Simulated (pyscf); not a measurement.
Optimised with ωB97X-D3(BJ)/def2-SVP in PySCF. MP2 and CC: frozen core, UHF for open shells. ΔMP2 is the change of the MP2 total energy from the triple- to the quadruple-zeta basis.

### Question
For H₃Si–PH₂ (SMILES [SiH3]P) + H• (SMILES [H]) → PH₂• (SMILES [PH2]) + SiH₄ (SMILES [SiH4]), a substitution at Si (doublet surface; P–Si broken, H–Si formed), PBE/def2-TZVP gives ΔE‡ = -0.11 eV and ΔE = -0.82 eV (zero: the separated reactants). In which direction and how far do B3LYP-D3(BJ)/def2-TZVP, ωB97M-D3(BJ)/def2-TZVP, CCSD(T)/def2-TZVPP + ΔMP2(QZVPP) move these?

### Answer
B3LYP-D3(BJ): ΔE‡ = -0.02 eV, ΔE = -1.04 eV; ωB97M-D3(BJ): ΔE‡ = 0.20 eV, ΔE = -0.94 eV; CCSD(T): ΔE‡ = 0.24 eV, ΔE = -0.99 eV. PBE's barrier lies under all of them, by 0.09 to 0.35 eV. Its reaction energy lies over all of them, by 0.11 to 0.22 eV. Low barriers are usual for a GGA, whose delocalisation error favours stretched bonds. At PBE, B3LYP-D3(BJ) this geometry lies under the reactants; that is no barrier but a single point on another level's saddle; such a level's own saddle, if it has one, lies nearer that side and is low. One saddle was located; it need not be the lowest between these sides. The angle at the attacked Si is 178°. The CCSD(T) − MP2 part came from Ansatz, without density fitting, on the same reference.
